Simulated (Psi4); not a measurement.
# C2HF (SMILES C#CF): levels of theory compared

Aim: a comparison of 6 runs (HF/cc-pVTZ, B3LYP/6-31G*, DSD-PBEP86/cc-pVTZ, HSE06/cc-pVTZ, wB97X-V/cc-pVTZ, CCSD/cc-pVTZ) of C2HF. 

Program for the calculation: Psi4 1.11.

1 further run of the same task is left out (set aside as unsound or not needed).

**1. Starting point**

C2HF has 4 atoms, charge 0, and is taken as a singlet. As SMILES, `C#CF`. The C1–H4 distance was set to 2.338 Å, away from the relaxed value. At this shape a bond of the SMILES string is far longer than usual.

Bond lengths: C1–C2 1.192 Å, C2–F3 1.270 Å. Angles: C1–C2–F3 180.0°.

**2. A single-point energy at HF/cc-pVTZ (run 1)**

run.py

```python
import psi4

psi4.set_memory('2200 MB')
psi4.set_num_threads(1)
psi4.set_output_file('output.dat', False)

m = psi4.geometry("""
0 1
C      0.65977142    -0.83006976     0.53023636
C      1.91511648    -2.40600686     1.53940681
F      3.25177646    -4.08440491     2.61369721
H     -1.80058774     2.26151084    -1.44732234
units au
symmetry c1
no_reorient
no_com
""")

options = {'reference': 'rhf', 'puream': True, 'e_convergence': 1e-09, 'd_convergence': 1e-08, 'scf_type': 'pk'}
psi4.set_options(options)

e, wfn = psi4.energy("scf/cc-pVTZ", return_wfn=True)
psi4.oeprop(wfn, "MULLIKEN_CHARGES", "MAYER_INDICES", "LOWDIN_CHARGES")
print(f'scf/cc-pVTZ energy: {e:.10f} Eh')
```

Run with:

```bash
python run.py
```

output.dat:

```text
[...]
  Running in c1 symmetry.
[...]
  Nuclear repulsion =   53.335007444711827
[...]
  Multiplicity = 1
[...]
  Nalpha       = 11
  Nbeta        = 11
[...]
    Number of basis functions: 104
[...]
   @RHF iter   1:  -175.33392454943811   -6.87882e-01   4.17096e-03 ADIIS/DIIS
[...]
   @RHF iter  11:  -175.46064347652683   -1.90425e-11   8.20921e-09 DIIS
[...]
    Orbital Energies [Eh]
    ---------------------
    Doubly Occupied:
       1A    -26.373042     2A    -11.324618     3A    -11.281518
       4A     -1.698494     5A     -1.034548     6A     -0.846409
       7A     -0.751076     8A     -0.751076     9A     -0.453989
      10A     -0.405842    11A     -0.405842
[...]
  @RHF Final Energy:  -175.46064347652683
   => Energetics <=
    Nuclear Repulsion Energy =             53.3350074447118274
    One-Electron Energy =                -346.9383908595021353
    Two-Electron Energy =                 118.1427399382634746
    Total Energy =                       -175.4606434765268261
[...]
 Multipole Moments:
 ------------------------------------------------------------------------------------
     Multipole            Electronic (a.u.)      Nuclear  (a.u.)        Total (a.u.)
 ------------------------------------------------------------------------------------
 L = 1.  Multiply by 2.5417464519 to convert [e a0] to [Debye]
 Dipole X            :        -43.4763708           42.9147278           -0.5616430
 Dipole Y            :         54.6205224          -53.9145931            0.7059294
 Dipole Z            :        -34.9452157           34.4938116           -0.4514041
 Magnitude           :                                                    1.0087342
[...]
  Mulliken Charges: (a.u.)
   Center  Symbol    Alpha    Beta     Spin     Total
       1     C     3.13231  3.13231  0.00000 -0.26462
       2     C     2.94686  2.94686  0.00000  0.10628
       3     F     4.55846  4.55846  0.00000 -0.11692
       4     H     0.36237  0.36237  0.00000  0.27527
   Total alpha = 11.00000, Total beta = 11.00000, Total charge =  0.00000
  Lowdin Charges: (a.u.)
   Center  Symbol    Alpha    Beta     Spin     Total
       1     C     3.10129  3.10129  0.00000 -0.20257
       2     C     3.17715  3.17715  0.00000 -0.35431
[...]
```

On the terminal:

```text
scf/cc-pVTZ energy: -175.4606434765 Eh
```

It took 11 s on 1 thread of Intel Xeon at 2.50GHz (Skylake/Cascade Lake), shared host; peak memory 0.43 GiB.

**3. Energy and gradient at B3LYP/6-31G(d) (Cartesian functions) (run 2)**

c2hf.xyz

```xyz
4
C2HF
C      0.349136    -0.439254     0.280589
C      1.013436    -1.273204     0.814619
F      1.720766    -2.161374     1.383109
H     -0.952830     1.196740    -0.765890
```

c2hf_ase.py

```python
import numpy as np
from ase.calculators.psi4 import Psi4
from ase.io import read

a = read('c2hf.xyz')
calc = Psi4(atoms=a, method='b3lyp', basis='6-31G*', memory='2200MB', num_threads=1, charge=0, multiplicity=1, label='c2hf', reference='rks')
calc.psi4.set_options({'puream': False, 'e_convergence': 1e-09, 'd_convergence': 1e-08, 'scf_type': 'pk', 'dft_radial_points': 99, 'dft_spherical_points': 590})
a.calc = calc

forces = a.get_forces()
print(f'energy: {a.get_potential_energy():.6f} eV')
print('forces / eV A^-1')
print(np.round(forces, 5))
```

Run with:

```bash
python c2hf_ase.py
```

c2hf.dat:

```text
[...]
  Running in c1 symmetry.
[...]
  Nuclear repulsion =   53.335007375164722
[...]
  Multiplicity = 1
[...]
  Nalpha       = 11
  Nbeta        = 11
[...]
    Number of basis functions: 47
[...]
   @RKS iter   1:  -175.94994599917874    1.20388e-02   1.46505e-02 ADIIS/DIIS
[...]
   @RKS iter  12:  -176.32006890258026   -4.00746e-12   3.36850e-09 DIIS
[...]
    Orbital Energies [Eh]
    ---------------------
    Doubly Occupied:
       1A    -24.771204     2A    -10.272054     3A    -10.229440
       4A     -1.290956     5A     -0.754001     6A     -0.618065
       7A     -0.507610     8A     -0.507610     9A     -0.347922
      10A     -0.273411    11A     -0.273411
[...]
  @RKS Final Energy:  -176.32006890258026
   => Energetics <=
    Nuclear Repulsion Energy =             53.3350073751647216
    One-Electron Energy =                -347.1724502865877753
    Two-Electron Energy =                 134.8367193067134622
    DFT Exchange-Correlation Energy =     -17.3193452978706439
    Empirical Dispersion Energy =           0.0000000000000000
    VV10 Nonlocal Energy =                  0.0000000000000000
    Total Energy =                       -176.3200689025802603
[...]
 Multipole Moments:
 ------------------------------------------------------------------------------------
     Multipole            Electronic (a.u.)      Nuclear  (a.u.)        Total (a.u.)
 ------------------------------------------------------------------------------------
 L = 1.  Multiply by 2.5417464519 to convert [e a0] to [Debye]
 Dipole X            :          2.1803503           -2.5101111           -0.3297609
 Dipole Y            :         -2.7381345            3.1527707            0.4146363
 Dipole Z            :          1.7525838           -2.0175921           -0.2650083
 Magnitude           :                                                    0.5923638
[...]
  -Total Gradient:
     Atom            X                  Y                   Z
    ------   -----------------  -----------------  -----------------
       1        0.050272868654    -0.063144550826     0.040410046694
       2       -0.002213617196     0.002761678735    -0.001779315816
       3       -0.012470941798     0.015665084134    -0.010025103969
       4       -0.035588904693     0.044718534909    -0.028606104448
[...]
```

On the terminal:

```text
energy: -4797.913459 eV
forces / eV A^-1
[[-2.58513  3.24702 -2.07797]
 [ 0.11383 -0.14201  0.0915 ]
 [ 0.64128 -0.80553  0.51551]
 [ 1.83006 -2.29952  1.47099]]
```

Run time: 12 s. Hardware: 1 thread of Intel Xeon at 2.50GHz (Skylake/Cascade Lake), shared host; peak memory 0.49 GiB.

Runs 3 to 5 aren't shown in full; the table further down has their settings and results.

**4. A single-point energy at CCSD/cc-pVTZ (run 6)**

calc.inp

```
memory 2200 mb

molecule system {
  0 1
  C      0.349136    -0.439254     0.280589
  C      1.013436    -1.273204     0.814619
  F      1.720766    -2.161374     1.383109
  H     -0.952830     1.196740    -0.765890
  symmetry c1
}

set basis cc-pVTZ
set puream true
set e_convergence 1e-09
set d_convergence 1e-08
set scf_type pk
set num_frozen_docc 3

energy('ccsd')
```

Run with:

```bash
psi4 -i calc.inp -o calc.out -n 1
```

calc.out:

```text
[...]
  Running in c1 symmetry.
[...]
  Nuclear repulsion =   53.335007375164722
[...]
  Multiplicity = 1
[...]
  Nalpha       = 11
  Nbeta        = 11
[...]
    Number of basis functions: 104
[...]
   @RHF iter   1:  -175.33392454865427   -6.87882e-01   4.17096e-03 DIIS/ADIIS
[...]
   @RHF iter  11:  -175.46064347582788   -1.90710e-11   8.20921e-09 DIIS
[...]
    Orbital Energies [Eh]
    ---------------------
    Doubly Occupied:
       1A    -26.373042     2A    -11.324618     3A    -11.281518
       4A     -1.698494     5A     -1.034548     6A     -0.846409
       7A     -0.751076     8A     -0.751076     9A     -0.453989
      10A     -0.405842    11A     -0.405842
[...]
  @RHF Final Energy:  -175.46064347582788
   => Energetics <=
    Nuclear Repulsion Energy =             53.3350073751647216
    One-Electron Energy =                -346.9383907278840979
    Two-Electron Energy =                 118.1427398768915111
    Total Energy =                       -175.4606434758278795
[...]
 Multipole Moments:
 ------------------------------------------------------------------------------------
     Multipole            Electronic (a.u.)      Nuclear  (a.u.)        Total (a.u.)
 ------------------------------------------------------------------------------------
 L = 1.  Multiply by 2.5417464519 to convert [e a0] to [Debye]
 Dipole X            :          1.9484682           -2.5101111           -0.5616430
 Dipole Y            :         -2.4468414            3.1527707            0.7059294
 Dipole Z            :          1.5661880           -2.0175921           -0.4514041
 Magnitude           :                                                    1.0087342
[...]
      * MP2 total energy                      = -176.043756706206096
[...]
      * CCSD total energy                     = -176.066673695406507
[...]
```

Wall time 84 s (1 thread of Intel Xeon at 2.50GHz (Skylake/Cascade Lake), shared host); peak memory 1.3 GiB.

**5. Overview of the runs**

```csv
run,level,task,Cartesian functions,energy (Eh),dipole moment (D),HOMO energy (eV),LUMO energy (eV),wall time
1,HF/cc-pVTZ,energy,no,-175.460643,2.56,-11.04,-2.16,11 s
2,B3LYP/6-31G* (Cartesian functions),gradient,yes,-176.320069,1.51,-7.44,-5.31,12 s
3,DSD-PBEP86/cc-pVTZ (density fitting for correlation),energy,no,-176.123028,–,-10.04,-3.46,23 s
4,HSE06/cc-pVTZ,gradient,no,-176.214642,1.85,-7.64,-5.77,83 s
5,wB97X-V/cc-pVTZ,energy,no,-176.321662,1.95,-10.46,-3.18,93 s
6,CCSD/cc-pVTZ,energy,no,-176.066674,–,-11.04,-2.16,84 s
```

**6. What came out**

| quantity | value |
| --- | --- |
| run 6: total energy | -176.06667 Eh |
| run 6: HOMO energy (Hartree–Fock orbitals) | -11.04 eV |
| run 6: LUMO energy (Hartree–Fock orbitals) | -2.16 eV |
| run 6: HOMO–LUMO gap (Hartree–Fock orbitals) | 8.89 eV |
| run 6: correlation energy (3 core orbitals frozen) | -606.0 mEh |
| run 6: T1 diagnostic | 0.027 |

What this shows: Over runs 1, 2, 4, 5 the dipole moment (its size) runs from 1.51 D (B3LYP/6-31G*) to 2.56 D (HF/cc-pVTZ). The two ends differ in method and basis. Over runs 1, 2, 3, 4, 5 the HOMO–LUMO gap runs from 1.87 eV (HSE06/cc-pVTZ) to 8.89 eV (HF/cc-pVTZ). Exact exchange widens orbital gaps. Totals of different functionals can't be ranked against each other. In runs 1, 2, 3, 4, 5, 6 a closed-shell determinant meets a far-stretched bond, which it describes badly. All runs together took 5.1 min, the longest 93 s.
